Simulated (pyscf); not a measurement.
## Hydrogen abstraction: `[SiH3][AsH][SiH3]` + `[H]` [doublet] → `[SiH2][AsH][SiH3]` [doublet] + `[H][H]`

Gas phase, doublet surface, charge 0. Bonds broken: Si1–H4. Bonds formed: H4–H11. PySCF, gas phase, ωB97X-D3(BJ)/def2-SVP geometries.

Transition state (Å):

```xyz
11

Si    -2.0654     1.3950    -0.0892
As    -0.3787    -0.0397     0.6845
Si    -0.0456    -0.9676    -1.4489
H     -2.3846     2.4444     1.0313
H     -3.2926     0.5851    -0.3412
H     -1.6967     2.1299    -1.3348
H      0.7101     1.0043     0.5012
H      1.1713    -1.8282    -1.4275
H      0.1056     0.0725    -2.5070
H     -1.2371    -1.8082    -1.7615
H     -2.6584     3.2919     1.9255
```

One imaginary mode, 911i cm⁻¹; descent along it reached the two sides named.

| bond | change | reactant side (Å) | saddle | product side |
|---|---|---|---|---|
| Si1–H4 | breaks | 1.490 | 1.568 | 3.3 |
| H4–H11 | forms | 3.4 | 1.262 | 0.760 |

Electronic energies relative to the separated reactants (kcal/mol):

```json
[
 {"level": "ωB97X-D3(BJ)/def2-TZVP", "barrier": "4.2", "reaction energy": "-14.0", "reverse barrier": "18.2"},
 {"level": "PBE/def2-TZVP", "barrier": "-0.3", "reaction energy": "-16.5", "reverse barrier": "16.2"},
 {"level": "r²SCAN/def2-TZVP", "barrier": "-1.5", "reaction energy": "-17.9", "reverse barrier": "16.4"},
 {"level": "B3LYP-D3(BJ)/def2-TZVP", "barrier": "-0.3", "reaction energy": "-17.6", "reverse barrier": "17.2"},
 {"level": "PBE0-D3(BJ)/def2-TZVP", "barrier": "1.3", "reaction energy": "-14.9", "reverse barrier": "16.2"},
 {"level": "M06-2X/def2-TZVP", "barrier": "4.7", "reaction energy": "-16.9", "reverse barrier": "21.6"},
 {"level": "ωB97M-D3(BJ)/def2-TZVP", "barrier": "4.2", "reaction energy": "-13.7", "reverse barrier": "17.9"},
 {"level": "HF/def2-TZVP", "barrier": "11.9", "reaction energy": "-8.5", "reverse barrier": "20.4"}
]
```

With ωB97M-D3(BJ)/def2-TZVP energies and thermal terms (ideal gas, 1 atm, RRHO with modes under 100 cm⁻¹ raised to 100, one conformer, R ln 2 for chiral ones without a mode under 150 cm⁻¹), in kcal/mol:

| T (K) | ΔH‡ | ΔG‡ | ΔH | ΔG |
|---|---|---|---|---|
| 298 | 2.8 | 9.2 | -12.9 | -14.3 |
| 600 | 2.5 | 15.8 | -12.9 | -15.7 |
| 900 | 2.4 | 22.5 | -13.3 | -17.0 |
| 1200 | 2.2 | 29.2 | -14.0 | -18.2 |

At PBE, r²SCAN, B3LYP-D3(BJ) this geometry lies under the reactants; that is no barrier but a single point on another level's saddle; such a level's own saddle, if it has one, lies nearer that side and is low. •H₂Si–AsH–SiH₃ lies 17.8 kcal/mol over its isomer H₃Si–As•–SiH₃ (electronic energy, ωB97M-D3(BJ)/def2-TZVP). This is the saddle that the search found; another between the same sides may lie lower. The angle at the transferred H is 179°. Elements up to Kr have no core potential and no relativistic terms here.
